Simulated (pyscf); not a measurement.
Thermochemistry of product channels of O=Ti(Cl)–Cl + H• on the doublet surface, in eV, from ωB97M-D3(BJ)/def2-TZVP energies (ideal gas, 1 atm, RRHO with modes under 100 cm⁻¹ raised to 100, one conformer, R ln 2 for rigid chiral ones). PySCF, gas phase, ωB97X-D3(BJ)/def2-SVP geometries.

```tsv
products	ΔE	ΔH(298 K)	ΔG(600 K)	ΔG(900 K)
OH• + Cl–Ti–Cl [triplet]	+1.63	+1.77	+1.60	+1.53
O [triplet] + [Cl–TiH–Cl]•	+3.71	+3.75	+3.55	+3.45
O=Ti [triplet] + HCl + Cl•	+4.51	+4.62	+3.78	+3.40
[O–TiH(Cl)–Cl]•	+0.09	+0.20	+0.79	+1.10
O=TiH–Cl + Cl•	+1.78	+1.87	+1.75	+1.71
[HO–Ti(Cl)–Cl]•	-3.26	-3.04	-2.48	-2.20
```

These are energies of the channels, which say nothing of barriers. [O–TiH(Cl)–Cl]• may be a fragile minimum: a first optimisation, from another start, lost the drawn bonds. Left out: orbital degeneracy and the spin-orbit lowering of Cl, OH, O. The term symbol of open-shell Cl–Ti–Cl, O=Ti was not checked; spin-orbit terms and orbital degeneracy are left out. Open-shell species with a d-block atom are single-reference here; other states, and whether the spin sits on metal or ligand, were not checked.
